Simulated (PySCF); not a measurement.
A geometry optimisation, step by step.

Species: ClH5Si2.
SMILES with atom numbers: `[SiH3:1][SiH2:2][Cl:3]` (hydrogens: H4, H5, H6 on Si1; H7, H8 on Si2)

Method: PBE0-D3(BJ)/def2-SVP geometry optimisation, gas phase (PySCF 2.14.0); density fitting, grid level 1; the optimiser is geomeTRIC in internal coordinates, started from a GFN2-xTB structure. The frame can shift and turn from step to step; on so coarse a grid that alone can change the energy by a few meV, and forces under 0.02 eV/Å are noise.

Step 0: E = -28340.5129 eV, largest atomic force 1.088 eV/Å
```
atom  x, y, z in Å  |  force x, y, z in eV/Å
Si1     1.186    0.161    0.047    0.190  -0.035   0.006
Si2    -1.085   -0.277   -0.032   -0.140  -0.323   0.061
Cl3    -2.139    1.417   -0.406   -0.419   0.983  -0.200
H4      1.757   -0.223    1.341    0.116  -0.199   0.566
H5      1.903   -0.602   -0.977    0.197  -0.367  -0.462
H6      1.513    1.573   -0.164   -0.082   0.600  -0.103
H7     -1.634   -0.806    1.219    0.030  -0.248   0.562
H8     -1.484   -1.224   -1.078    0.108  -0.412  -0.429
```

Step 1: E = -28340.6208 eV, largest atomic force 0.318 eV/Å
```
atom  x, y, z in Å  |  force x, y, z in eV/Å
Si1     1.194    0.159    0.045    0.292   0.024   0.003
Si2    -1.108   -0.274   -0.032   -0.126  -0.287   0.053
Cl3    -2.140    1.474   -0.411   -0.092   0.192  -0.034
H4      1.753   -0.239    1.378   -0.054   0.004  -0.043
H5      1.905   -0.629   -1.013   -0.057   0.020   0.033
H6      1.474    1.612   -0.175   -0.076  -0.036   0.002
H7     -1.608   -0.828    1.265    0.057   0.035  -0.032
H8     -1.453   -1.255   -1.107    0.054   0.048   0.019
```

Step 2: E = -28340.6253 eV, largest atomic force 0.096 eV/Å
```
atom  x, y, z in Å  |  force x, y, z in eV/Å
Si1     1.200    0.159    0.044    0.080   0.013  -0.002
Si2    -1.111   -0.280   -0.029   -0.002  -0.094   0.020
Cl3    -2.142    1.480   -0.406   -0.026   0.035  -0.003
H4      1.752   -0.238    1.376   -0.014   0.004  -0.018
H5      1.904   -0.627   -1.018   -0.017   0.011   0.012
H6      1.452    1.615   -0.178   -0.026  -0.011   0.001
H7     -1.595   -0.833    1.270    0.004   0.018  -0.011
H8     -1.442   -1.257   -1.109    0.001   0.025   0.001
```

Step 3: E = -28340.6257 eV, largest atomic force 0.024 eV/Å
```
atom  x, y, z in Å  |  force x, y, z in eV/Å
Si1     1.203    0.162    0.041   -0.007   0.003  -0.002
Si2    -1.109   -0.287   -0.027    0.021  -0.011   0.004
Cl3    -2.145    1.475   -0.399   -0.002  -0.005   0.005
H4      1.756   -0.233    1.373    0.003   0.003  -0.002
H5      1.905   -0.621   -1.022    0.001   0.004  -0.002
H6      1.438    1.620   -0.180   -0.006   0.003  -0.001
H7     -1.590   -0.838    1.274   -0.004  -0.001   0.002
H8     -1.440   -1.259   -1.109   -0.007   0.004  -0.004
```

Step 4: E = -28340.6257 eV, largest atomic force 0.035 eV/Å
```
atom  x, y, z in Å  |  force x, y, z in eV/Å
Si1     1.204    0.166    0.038   -0.035  -0.002  -0.001
Si2    -1.107   -0.294   -0.024    0.015   0.023  -0.003
Cl3    -2.148    1.466   -0.390    0.008  -0.017   0.007
H4      1.762   -0.226    1.369    0.009   0.003   0.003
H5      1.907   -0.611   -1.027    0.007   0.003  -0.006
H6      1.424    1.626   -0.183    0.003   0.008  -0.001
H7     -1.585   -0.847    1.277   -0.002  -0.011   0.004
H8     -1.440   -1.262   -1.109   -0.005  -0.006  -0.002
```

Step 5: E = -28340.6257 eV, largest atomic force 0.027 eV/Å
```
atom  x, y, z in Å  |  force x, y, z in eV/Å
Si1     1.204    0.170    0.037   -0.026  -0.002  -0.001
Si2    -1.105   -0.299   -0.022    0.003   0.022  -0.003
Cl3    -2.150    1.460   -0.384    0.007  -0.014   0.006
H4      1.766   -0.221    1.365    0.007   0.003   0.002
H5      1.908   -0.604   -1.031    0.006   0.003  -0.006
H6      1.416    1.630   -0.185    0.003   0.007  -0.001
H7     -1.581   -0.853    1.279    0.002  -0.011   0.003
H8     -1.440   -1.265   -1.108   -0.001  -0.007   0.000
```

Step 6: E = -28340.6257 eV, largest atomic force under 0.02 eV/Å
```
atom  x, y, z in Å  |  force x, y, z in eV/Å
Si1     1.203    0.171    0.036   -0.010  -0.001   0.000
Si2    -1.105   -0.300   -0.021   -0.002   0.009  -0.001
Cl3    -2.151    1.457   -0.382    0.002  -0.007   0.004
H4      1.768   -0.218    1.364    0.004   0.003  -0.001
H5      1.909   -0.600   -1.032    0.002   0.004  -0.003
H6      1.414    1.633   -0.185    0.000   0.004  -0.001
H7     -1.580   -0.857    1.280    0.004  -0.009   0.001
H8     -1.440   -1.267   -1.108    0.002  -0.004   0.001
```

Question: Summarise the path.

Answer: The energy falls by 2.60 kcal/mol from step 0 to step 6; nine tenths of that is first reached at step 1. It never rises by more than 0.2 meV. The largest force goes from 1.088 to under 0.02 eV/Å. Among the bonds Si2–Cl3 changes most, from 2.030 to 2.077 Å; the atoms move by 0.055 Å rms after alignment.

The cost below is that of the whole optimisation. Time: 12 s. Hardware: one thread of an Arm Neoverse V2, no GPU, shared host.
